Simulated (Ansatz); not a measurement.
The cluster Si3. The state is a triplet with charge 0. Geometry PBE-D4/def2-TZVPD, that of the charge -1 doublet; atoms count from 1.

Cartesian coordinates in Å:
```
Si -1.2231 0.2566 0.5708
Si 0.6271 -1.2223 0.0009
Si 0.5960 0.9658 -0.5716
```

The structure comes from a short search, and lower isomers may exist.

(1) Estimate the Mulliken populations from the PBE0/def2-TZVPD orbitals of Ansatz.

(2) Where does the spin sit?

(3) And the Mayer bond orders between heavy atoms (over 0.3)?

Results:

(1) 
```
atom  charge (e)  spin (α − β)
 Si1        0.00          0.64
 Si2        0.00          0.64
 Si3        0.00          0.72
```
Mulliken values depend strongly on the basis. With diffuse functions, as here, like atoms can get unlike values, and bond orders can come out too low or too high.

(2) Summed by element: Si 2.00, of 2 unpaired in all. Largest on single atoms: Si3 0.72, Si2 0.64, Si1 0.64.

(3) Si1–Si2 1.18 (2.44 Å); Si1–Si3 1.30 (2.26 Å); Si2–Si3 1.30 (2.26 Å).
